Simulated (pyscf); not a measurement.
Thermochemistry of product channels of F–Si(F)(F)–Si(F)(F)–F + F–C•(F)–F on the doublet surface, in eV, from ωB97M-D3(BJ)/def2-TZVP energies (ideal gas, 1 atm, RRHO with modes under 100 cm⁻¹ raised to 100, one conformer, R ln 2 for rigid chiral ones). Structures and frequencies: ωB97X-D3(BJ)/def2-SVP in PySCF.

```json
[
 {"products": "F–Si(F)(F)–F + F–C•(F)–Si(F)(F)–F", "ΔE": "…", "ΔH(298 K)": "-2.25", "ΔG(298 K)": "-2.27", "ΔG(600 K)": "-2.29"},
 {"products": "F–C(F)(F)–Si(F)(F)–F + F–Si•(F)–F", "ΔE": "-0.19", "ΔH(298 K)": "-0.19", "ΔG(298 K)": "-0.19", "ΔG(600 K)": "-0.19"}
]
```

### Question
Some entries are withheld; supply them.

### Answer

- F–Si(F)(F)–F + F–C•(F)–Si(F)(F)–F, ΔE: -2.24

These are energies of the channels, which say nothing of barriers.
